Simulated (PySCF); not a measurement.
Compound: C₄H₅P.
Cartesian coordinates in Å at the PBE0-D3(BJ)/def2-SVP level; atoms count from 1:
```
atom  x, y, z in Å
C1    -0.3008   -1.0003    0.3973
C2     1.0547   -0.5743    0.0909
C3     1.1617    0.7339   -0.2548
P4    -0.4808    1.4611   -0.4224
C5    -1.2312   -0.0180    0.2877
H6    -0.5357   -2.0282    0.6876
H7     1.9046   -1.2610    0.1362
H8     2.0911    1.2343   -0.5313
H9    -0.5116    2.3582    0.6874
H10   -2.3004   -0.1461    0.4633
```

Method used: PBE0-D3(BJ)/def2-SVP geometry optimisation, gas phase in PySCF.

Take the most abundant isotopes and a rigid rotor. The values belong to one conformer.

(1) Give the principal moments of inertia and the rotational constants in MHz.

(2) What kind of rotor is it?

(3) Is it planar, by Δ = Ic − Ia − Ib?

(4) List the rotational levels J(Ka,Kc) to J = 2 (MHz).

(5) Predict some low-J microwave lines.

## Answers

(1) Ia = 68.66, Ib = 99.89, Ic = 164.87 u·Å²; 505379 MHz·u·Å²/I gives A = 7360, B = 5059, C = 3065 MHz.

(2) An asymmetric top; Ray's κ = -0.072.

(3) Not planar: Δ = Ic − Ia − Ib = -3.69 u·Å². For a rigid frame Δ = −2 Σ m c², so Σ m c² = 1.85 u·Å² lies off the ab plane: 1.56 from hydrogen and 0.28 from heavier atoms. The atom farthest from that plane is 1.24 Å away.

(4) Above 0(0,0):
J = 1: 1(0,1) 8125, 1(1,1) 10426, 1(1,0) 12419
J = 2: 2(0,2) 23524, 2(1,2) 24681, 2(1,1) 30662, 2(2,1) 37565, 2(2,0) 38414
Those of J = 1 are B + C, A + C and A + B.

(5) The dipole components are |μa| = 0.50 D, |μb| = 0.00 D, |μc| = 0.54 D; the mirror of this Cs structure is the ac plane, so μb vanishes by symmetry and there are no b-type lines. Intensities carry the squares of the components, which stand as 0.88 : 1.00 (a : c). Some lines, for components of 0.1 D or more:

```
type  branch         J(Ka,Kc)    MHz  lower level (cm⁻¹)
   a       Q  2(2,0) ← 2(2,1)    849               1.253
   c       Q  2(1,2) ← 2(0,2)   1156               0.785
   a       Q  1(1,0) ← 1(1,1)   1994               0.348
   c       Q  1(1,1) ← 1(0,1)   2301               0.271
   a       Q  2(1,1) ← 2(1,2)   5981               0.823
   c       Q  2(2,1) ← 2(1,1)   6903               1.023
   c       R  1(1,0) ← 0(0,0)  12419               0.000
   a       R  2(1,2) ← 1(1,1)  14255               0.348
   a       R  2(0,2) ← 1(0,1)  15400               0.271
   a       R  2(1,1) ← 1(1,0)  18243               0.414
   c       R  2(2,0) ← 1(1,0)  25995               0.414
   c       R  2(2,1) ← 1(1,1)  27140               0.348
```

PBE0-D3(BJ)/def2-SVP frequencies: not computed here. Zero-point vibration and centrifugal distortion are left out.

Time: 18 s; peak memory 0.41 GiB. Hardware: Arm Neoverse V2, one thread, no GPU (shared host). This is the geometry optimisation.
